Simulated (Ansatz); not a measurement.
Elements on the sites of an ideal fcc lattice, at a guessed lattice constant:

```
Ag Ir
1.0
    -4.09611    4.09611   -4.09611
     4.09611    4.09611    4.09611
     4.09611   -4.09611   -4.09611
Ag Ir
13 3
Direct
  0.25000 0.00000 0.75000
  0.50000 0.00000 0.50000
  0.75000 0.50000 0.75000
  0.25000 0.25000 0.50000
  0.50000 0.75000 0.75000
  0.50000 0.25000 0.25000
  0.75000 0.75000 0.50000
  0.00000 0.00000 0.00000
  0.25000 0.50000 0.25000
  0.00000 0.75000 0.25000
  0.75000 0.25000 0.00000
  0.50000 0.50000 0.00000
  0.25000 0.75000 0.00000
  0.00000 0.25000 0.75000
  0.00000 0.50000 0.50000
  0.75000 0.00000 0.25000
```

Cell and atoms were relaxed without symmetry on coarser meshes and computed once more. These are results of Ansatz 0.2.0, DFT PBE, scalar-relativistic, plane waves, PAW, not measurements.

Cutoff 420 eV; k points 6×6×6 on the computed 16-atom cell (Γ-centred); Gaussian smearing, width 0.10 eV; no spin polarisation.

The relaxation ran on 2×2×2 (shifted) and then 4×4×4 k points with a smearing of 0.1 eV, from sites shaken by 0.02 Å.

Problem. What does the relaxation give?

Solution. A volume of 17.10 Å³/atom and no gap on the mesh. It lies 0.22 eV/atom above the elements' standard states (static lattices, no corrections for gases). The atoms leave their sites by 0.08 Å (root mean square) and 0.16 Å at most, and the cell stretches by up to 0.7 % at fixed volume.

```
CELL_PARAMETERS angstrom
-4.11814 4.11830 -4.11817
4.08965 4.06134 4.08969
4.08969 -4.08982 -4.06123
ATOMIC_POSITIONS crystal
Ag 0.24307 0.99580 0.74901
Ag 0.50278 0.99583 0.50144
Ag 0.75608 0.50243 0.75474
Ag 0.25666 0.24913 0.50144
Ag 0.49640 0.75003 0.75477
Ag 0.50277 0.24913 0.24814
Ag 0.75538 0.74863 0.50144
Ag 0.99549 0.00156 0.00054
Ag 0.24307 0.49671 0.24812
Ag 0.99549 0.74823 0.25386
Ag 0.75537 0.24913 0.00094
Ag 0.49639 0.50246 0.00234
Ag 0.25587 0.74963 0.00194
Ir 0.99523 0.24913 0.72689
Ir 0.99522 0.47458 0.50144
Ir 0.76977 0.02368 0.27599
```

Spin-orbit coupling is left out, which matters for the bands of heavy elements.

Cost: 2 runs of about 18 core-minutes in all (earlier runs that led there not counted), on Arm Neoverse V2 (shared hosts).